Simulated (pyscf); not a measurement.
Single points on ωB97X-D3(BJ)/def2-SVP structures (PySCF, gas phase).

Question: PBE/def2-TZVP puts the barrier of H₂O (SMILES O) + O=Ti(Cl)–Cl (SMILES [O]=[Ti]([Cl])[Cl]) -> HO–Ti(OH)(Cl)–Cl (SMILES [OH][Ti]([OH])([Cl])[Cl]) (addition across a multiple bond or ene-type step; singlet surface; H–O broken, O–Ti, H–O formed) at -0.76 eV and the reaction energy at -2.15 eV, from the separated reactants. What do PBE0-D3(BJ)/def2-TZVP, M06-2X/def2-TZVP, ωB97M-D3(BJ)/def2-TZVP give on the same structures?

Answer: PBE0-D3(BJ): ΔE‡ = -0.74 eV, ΔE = -2.28 eV; M06-2X: ΔE‡ = -0.77 eV, ΔE = -2.43 eV; ωB97M-D3(BJ): ΔE‡ = -0.57 eV, ΔE = -2.17 eV. PBE's barrier lies among them. Its reaction energy lies over all of them, by 0.02 to 0.28 eV. On the reactant side the descent ends in an adduct with a O–Ti contact, 1.56 eV under the separated species and 0.93 eV under the saddle at ωB97X-D3(BJ)/def2-TZVP. At PBE, PBE0-D3(BJ), M06-2X, ωB97M-D3(BJ) the saddle lies under the separated reactants, which points to a path from their complex (located at ωB97X-D3(BJ) alone). What is counted as formed (O–Ti) is already present as a longer contact in the reactant adduct; forming that adduct is a step of its own. At the saddle there is also a short H–Ti contact that neither side keeps. This is the saddle that the search found; another between the same sides may lie lower.
